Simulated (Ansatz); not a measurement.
We consider fluorite CdF₂, described by r²SCAN (PAW; Ansatz, a program for electronic structure).

Run with plane-wave cutoff 600 eV, 8×8×8 k mesh, finite displacements, scalar-relativistic PAW data made under PBE.

Cell (measured lattice):

```xyz
3
Lattice="0.0000 2.6940 2.6940 2.6940 0.0000 2.6940 2.6940 2.6940 0.0000" Properties=species:S:1:pos:R:3 pbc="T T T"
Cd     0.0000     0.0000     0.0000
F      4.0410     4.0410     4.0410
F      1.3470     1.3470     1.3470
```

What does this level give for the electronic dielectric constant ε∞ and static dielectric constant?


- electronic dielectric constant ε∞ = 2.65
- static dielectric constant = 7.88

Measured, for comparison: high-frequency dielectric constant 2.4, static dielectric constant 8.1 (300 K, not corrected to a static lattice; as tabulated in Rakita et al. (2019), arXiv:1907.03971). Computed (rounded) less measured: high-frequency dielectric constant +10 %, static dielectric constant -3 %.

Note: the cell isn't this level's own, so it is under some stress, which shifts stiffness and frequencies.

Cost on a shared machine: about 2.9 core-minutes (a rough figure).
